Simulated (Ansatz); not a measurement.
Geometry optimisation, RKS PBE0/def2-SVP (Ansatz).

Input file:

```yaml
crystal:
  periodic: [false, false, false]
  atoms:
    - { symbol: Al, position_ang: [-1.664029, 1.212324, 0.074023] }
    - { symbol: Si, position_ang: [1.322637, -0.797959, 0.439378] }
    - { symbol: "N", position_ang: [-1.614187, 0.674386, -1.453899] }
    - { symbol: H, position_ang: [0.174969, -0.215166, -0.245592] }
    - { symbol: H, position_ang: [-1.654883, 1.672985, 1.569545] }
    - { symbol: H, position_ang: [0.959236, -2.13521, 0.995304] }
    - { symbol: H, position_ang: [2.456378, -0.944929, -0.520086] }
    - { symbol: H, position_ang: [1.748992, 0.08808, 1.566455] }
    - { symbol: H, position_ang: [-1.729213, 0.44539, -2.425129] }
basis:
  gaussian: { orbitals: def2-SVP }
hamiltonian:
  xc: pbe0
relax:
  f_tol: 0.03
  max_steps: 50
output:
  orbitals: {}
```

Launched with:

```bash
$ ansatz run input.yaml --threads 2 --pin off --max-ram 3072MiB --backend cpu --events-out ev --progress --plain --runs-dir out
```

Problem. Where does it end, and by what steps?

Solution. The run converged. The force dipped under the threshold on the way, but the program's further checks kept it going. After 20 steps the energy has fallen by 0.197 eV; H5 moved furthest, 0.84 Å.

```csv
step,energy less start (eV),largest force component (eV/Å),accepted
0,0.0000,0.855,yes
1,-0.0999,0.181,yes
2,-0.1390,0.307,yes
3,-0.1576,0.507,yes
4,-0.1647,0.598,yes
5,-0.1734,0.184,yes
6,-0.1775,0.104,yes
7,-0.1863,0.202,yes
8,-0.1893,0.102,yes
9,-0.1925,0.034,yes
10,-0.1930,0.016,yes
11,-0.1932,0.035,yes
12,-0.1933,0.050,yes
13,-0.1937,0.038,yes
14,-0.1942,0.031,yes
15,-0.1947,0.060,yes
16,-0.1951,0.094,yes
17,-0.1955,0.075,yes
18,-0.1964,0.024,yes
19,-0.1966,0.045,yes
20,-0.1969,0.027,yes
```

```xyz
9
Properties=species:S:1:pos:R:3
Al -1.553 0.833 -0.132
Si 1.496 -0.776 0.610
N -2.144 1.073 -1.635
H 0.426 -0.216 -0.302
H -1.475 0.860 1.434
H 0.860 -1.819 1.465
H 2.570 -1.356 -0.245
H 2.016 0.344 1.445
H -2.196 1.056 -2.640
```

Run time: 26 s on 2 threads of Arm Neoverse V2, with other jobs on the host, peak memory 0.15 GiB.
